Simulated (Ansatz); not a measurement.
# CH3NSi: basis-set convergence

One table from this session's results is given with a row withheld; the runs are named, their logs left out.

Program: Ansatz 0.2.0, Gaussian basis. Level of theory: one geometry, several basis sets. These are calculated values, not measurements.

Plan: PBE0-D4/def2-SVP; ωB97M-V/def2-SVP; PBE0-D4/def2-QZVPP; ωB97M-V/def2-QZVPP; CCSD(T)/cc-pV(D+d)Z; CCSD(T)/cc-pV(T+d)Z; CCSD(T)/cc-pV(Q+d)Z; the functionals' def2-TZVPP values are taken from earlier runs.

## The geometry

The geometry comes from an earlier relaxation with PBE0-D4 in a triple-zeta def2 set; it is a stationary point.

SMILES `N#C[SiH3]`, 6 atoms, charge 0, spin multiplicity 1.

Atoms are counted from 1 here; the program's logs count them from 0.

Bond lengths: N1–C2 1.152 Å, C2–Si3 1.848 Å, Si3–H4 1.479 Å, Si3–H5 1.479 Å, Si3–H6 1.479 Å. Angles: N1–C2–Si3 179.9°, C2–Si3–H4 107.5°, C2–Si3–H5 107.5°, C2–Si3–H6 107.5°, H4–Si3–H5 111.4°, H4–Si3–H6 111.4°, H5–Si3–H6 111.4°.

Set-up of the first run:

File in.yaml:

```yaml
crystal:
  periodic: [false, false, false]
  atoms:
    - {symbol: N, position_ang: [1.096306, -1.885168, 1.054185]}
    - {symbol: C, position_ang: [0.575969, -0.990760, 0.548729]}
    - {symbol: Si, position_ang: [-0.257320, 0.444212, -0.265378]}
    - {symbol: H, position_ang: [-1.415128, -0.083350, -1.019168]}
    - {symbol: H, position_ang: [0.729295, 1.077901, -1.166582]}
    - {symbol: H, position_ang: [-0.687021, 1.373165, 0.802013]}
basis:
  gaussian: {orbitals: def2-SVP}
hamiltonian: {xc: pbe0, dispersion: d4}
output: {orbitals: {seedname: orbitals}}
```

Run with:

```sh
$ ansatz run in.yaml --threads 4 --pin off --events-out ev --progress --plain --max-ram 10444MiB
```

Among the steps run: PBE0-D4 in def2-SVP; ωB97M-V in def2-SVP; PBE0-D4 in def2-QZVPP; ωB97M-V in def2-QZVPP.

One of the session's tables, all rows but one given; the rest of the session is left out.

```
functional       basis  HOMO (eV)
   PBE0-D4    def2-SVP      -9.80
   PBE0-D4  def2-TZVPP      -9.86
   PBE0-D4  def2-QZVPP      -9.87
   ωB97M-V    def2-SVP     -12.05
   ωB97M-V  def2-TZVPP     -12.15
   ωB97M-V  def2-QZVPP          ?
```

Estimate the missing values for ωB97M-V, def2-QZVPP.

**Answer.** HOMO (eV): -12.16. In the column «HOMO (eV)» it is the lowest.
